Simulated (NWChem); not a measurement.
System: ammonia (NH₃); SMILES N

NWChem input:

```
start job
memory heap 200 mb stack 900 mb global 1100 mb
geometry units angstroms noautosym nocenter noautoz
  N      0.000000     0.000000     0.131512
  H      0.664206     0.664206    -0.263938
  H      0.243116    -0.907322    -0.263938
  H     -0.907322     0.243116    -0.263938
end
basis spherical
  N library 6-31g*
  H library 6-31g*
end
dft
  xc xcamb88 1.00 lyp 0.81 vwn_5 0.19 hfexch 1.00
  cam 0.33 cam_alpha 0.19 cam_beta 0.46
  iterations 150
end
tddft
  cis
  nroots 6
  notriplet
end
task tddft energy
```

Excerpt of the output:

```
             Northwest Computational Chemistry Package (NWChem) 7.3.0
             --------------------------------------------------------

                             Geometry "geometry" -> ""
                             -------------------------

 Output coordinates in angstroms (scale by  1.889725989 to convert to a.u.)

  No.       Tag          Charge          X              Y              Z
 ---- ---------------- ---------- -------------- -------------- --------------
    1 N                    7.0000     0.00000000     0.00000000     0.13151200
    2 H                    1.0000     0.66420600     0.66420600    -0.26393800
    3 H                    1.0000     0.24311600    -0.90732200    -0.26393800
    4 H                    1.0000    -0.90732200     0.24311600    -0.26393800

 Effective nuclear repulsion energy (a.u.)      11.8793976859

                                 NWChem DFT Module
                                 -----------------

 Summary of "ao basis" -> "ao basis" (spherical)
 ------------------------------------------------------------------------------
       Tag                 Description            Shells   Functions and Types
 ---------------- ------------------------------  ------  ---------------------
 N                           6-31g*                  6       14   3s2p1d
 H                           6-31g*                  2        2   2s

            General Information
            -------------------
          SCF calculation type: DFT
          Wavefunction type:  closed shell.
          No. of atoms     :     4
          No. of electrons :    10
           Alpha electrons :     5
            Beta electrons :     5
          Charge           :     0
          Spin multiplicity:     1
          Use of symmetry is: off; symmetry adaption is: off
          Maximum number of iterations: 150
          AO basis - number of functions:    20
                     number of shells:    12
          Convergence on energy requested:  1.00D-06
          Convergence on density requested:  1.00D-05
          Convergence on gradient requested:  5.00D-04

              XC Information
              --------------
                     Hartree-Fock (Exact) Exchange  1.000
                   CAM-Becke88 Exchange Functional  1.000
                      VWN V Correlation Functional  0.190 local
              Lee-Yang-Parr Correlation Functional  0.810

           Range-Separation Parameters
           ---------------------------
           Alpha           :  0.19
           Beta            :  0.46
           Gamma           :  0.33
           Short-Range HF  :     F

[...]

                                NWChem TDDFT Module
                                -------------------

            General Information
            -------------------
           No. of orbitals :      40
            Alpha orbitals :      20
             Beta orbitals :      20
        Alpha frozen cores :       0
         Beta frozen cores :       0
     Alpha frozen virtuals :       0
      Beta frozen virtuals :       0
         Spin multiplicity :       1
    Number of AO functions :      20
        Use of symmetry is : off
      Symmetry adaption is : off
         Schwarz screening :  0.10D-07

              XC Information
              --------------
              Hartree-Fock (Exact) Exchange   1.00
            CAM-Becke88 Exchange Functional   1.00
               VWN V Correlation Functional   0.19 local
       Lee-Yang-Parr Correlation Functional   0.81
           Alpha           :  0.19
           Beta            :  0.46
           Gamma           :  0.33

             TDDFT Information
             -----------------
          Calculation type : Tamm-Dancoff TDDFT
         Wavefunction type : Restricted singlets
          No. of electrons :      10
           Alpha electrons :       5
            Beta electrons :       5
              No. of roots :       6
          Max subspacesize :    5200
            Max iterations :     100
               Target root :       1
           Target symmetry : none
      Symmetry restriction : off
                 Algorithm : Optimal
        Davidson threshold :  0.10D-03

    6 smallest eigenvalue differences (eV)
--------------------------------------------------------
  No. Spin  Occ  Vir  Irrep   E(Occ)    E(Vir)   E(Diff)
--------------------------------------------------------
    1    1    5    6 a        -0.318     0.131    12.232
    2    1    5    7 a        -0.318     0.222    14.698
    3    1    5    8 a        -0.318     0.222    14.698
    4    1    4    6 a        -0.518     0.131    17.672
    5    1    3    6 a        -0.518     0.131    17.672
    6    1    4    7 a        -0.518     0.222    20.138
--------------------------------------------------------

  Entering Davidson iterations
  Restricted singlet excited states

  Iter   NTrls   NConv    DeltaV     DeltaE      Time
  ----  ------  ------  ---------  ---------  ---------
    1      6       0     0.78E-01   0.10+100        0.4
    2     12       0     0.23E-01   0.62E-02        0.4
    3     18       0     0.24E-01   0.93E-02        0.4
    4     24       1     0.35E-02   0.45E-03        0.4
    5     29       4     0.17E-03   0.88E-05        0.4
    6     31       6     0.34E-04   0.14E-07        0.3
  ----  ------  ------  ---------  ---------  ---------
  Convergence criterion met

  Ground state a         -56.515361724076 a.u.

  ----------------------------------------------------------------------------
  Root   1 singlet a              0.285846931 a.u.                7.7783 eV
  ----------------------------------------------------------------------------
     Transition Moments    X  0.00000   Y  0.00000   Z -0.43668
     Dipole Oscillator Strength                    0.0363385935
     Electric Quadrupole                           0.0000000011
     Magnetic Dipole                               0.0000000000
     Total Oscillator Strength                     0.0363385946

[...]
```

Level: CAM-B3LYP/6-31G* (spherical d), TDA. Coordinates come from a B3LYP/6-31G* (spherical d) optimisation.
